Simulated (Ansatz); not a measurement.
This geometry of AlH3 + H3P (8 atoms, charge 0, multiplicity 1) is a first-order saddle point.

Level of theory: RKS PBE-D4/def2-SVP (Ansatz).

```xyz
8
Properties=species:S:1:pos:R:3
Al 0.041 -0.304 0.023
H -0.042 0.166 1.673
H 1.483 0.025 -0.556
H -1.411 -0.146 -0.606
P 0.108 -2.686 1.183
H -0.621 -2.927 -0.034
H 1.403 -2.742 0.561
H -0.014 -0.964 1.642
```

**Question.** Which two structures does it join? (They come from a converged band through this point; their orientation in space is the band's.)

**Answer.** Bonds broken: Al1–H2, P5–H8. Bonds formed: Al1–P5, H2–H8. AlH3 + H3P becomes AlH4P + H2.

Initial state:

```xyz
8
Properties=species:S:1:pos:R:3
Al 0.020 0.034 0.129
H -0.083 0.701 1.588
H 1.451 -0.093 -0.578
H -1.323 -0.253 -0.696
P 0.174 -2.963 1.197
H -0.661 -2.757 0.042
H 1.385 -2.633 0.495
H -0.016 -1.613 1.709
```

Final state:

```xyz
8
Properties=species:S:1:pos:R:3
Al 0.112 -0.679 -0.044
H -0.156 0.590 1.782
H 1.453 0.167 -0.270
H -1.307 -0.121 -0.534
P 0.240 -2.853 0.868
H -0.657 -3.389 -0.124
H 1.427 -3.169 0.114
H -0.164 -0.123 2.094
```

**Question.** How far does it lie above each of them?

**Answer.** 13.7 kcal/mol above the first and 20.0 kcal/mol above the second. This is the barrier of this one path; another mechanism may lie lower. The orbitals stay closed-shell, which can raise the energy where a bond breaks towards radicals; this wasn't checked here.

Run time: 82 s on 1 thread of Arm Neoverse V1, on a shared host, peak memory 0.11 GiB.
